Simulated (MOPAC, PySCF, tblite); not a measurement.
Potential energy curve for SiO, singlet.

Levels of theory: GFN2-xTB, 300 K electronic temperature (tblite); PM3, restricted, heats of formation (MOPAC); RKS-B3LYP/3-21G = restricted B3LYP/3-21G run with PySCF; UCCSD = CCSD on UHF/cc-pVDZ, 6 core orbitals frozen (PySCF 2.14.0); UHF/cc-pVDZ (PySCF).

Energies are in mEh, each relative to the lowest point of its own curve near equilibrium.

```
R / Å  GFN2-xTB    PM3  RKS-B3LYP/3-21G  UCCSD    UHF
-----  --------  -----  ---------------  -----  -----
1.20      311.8   55.1            283.5  234.6  210.2
1.27      147.8   29.3            162.7  127.6  107.9
1.37       36.7    6.7              [?]   41.7   29.4
1.41       16.5    2.1             36.1   22.8   13.6
1.45        5.2    0.0             19.1   10.3    4.3
1.51        0.0    1.2              4.5    1.1    0.0
1.54        1.2    [?]              1.1    0.0    1.4
1.59        7.1   10.7              0.0    2.1    7.7
1.65       18.7   23.3              4.6    [?]   20.5
1.75       44.2    [?]              [?]   30.7   39.6
1.86       76.1   94.2             49.0   59.8   58.8
2.03      126.3  162.7             96.7  107.5   89.5
2.26      188.6  243.2            159.6  162.5  125.9
2.52      246.9  315.1            220.2  208.0  138.0
2.72      281.9  358.6            258.4  228.0  140.5
3.00      316.8  399.7            301.5  237.8  142.5
3.33          —  428.6            340.0  241.5  144.1
3.73          —  447.7            370.2  243.7    [?]
4.05          —  455.8            380.6  244.8  146.3
4.50          —  461.5            388.1  245.7  147.0
5.24          —  464.8            393.9  246.2  147.4
6.09          —  465.6            396.0  246.4  147.6
```

Question: Some entries are withheld; supply them.

Answer: 
- 1.37, RKS-B3LYP/3-21G: 60.3
- 1.54, PM3: 3.8
- 1.65, UCCSD: 9.8
- 1.75, PM3: 53.0
- 1.75, RKS-B3LYP/3-21G: 22.0
- 3.73, UHF: 145.5

Dashes: no converged value, or the column stops at the first point that the program doubted or that broke a chosen test of continuity, which isn't proof of a fault.

The restricted form behind PM3, RKS-B3LYP/3-21G keeps the bonding electrons paired and can't separate into open-shell fragments. The unrestricted solution behind UCCSD, UHF changes between 2.26 and 2.52 Å, which can leave a kink. The unrestricted determinant behind UCCSD, UHF is spin-contaminated at 1.75 to 6.09 Å (<S²> up to 2.0, against 0.00 for a pure singlet).
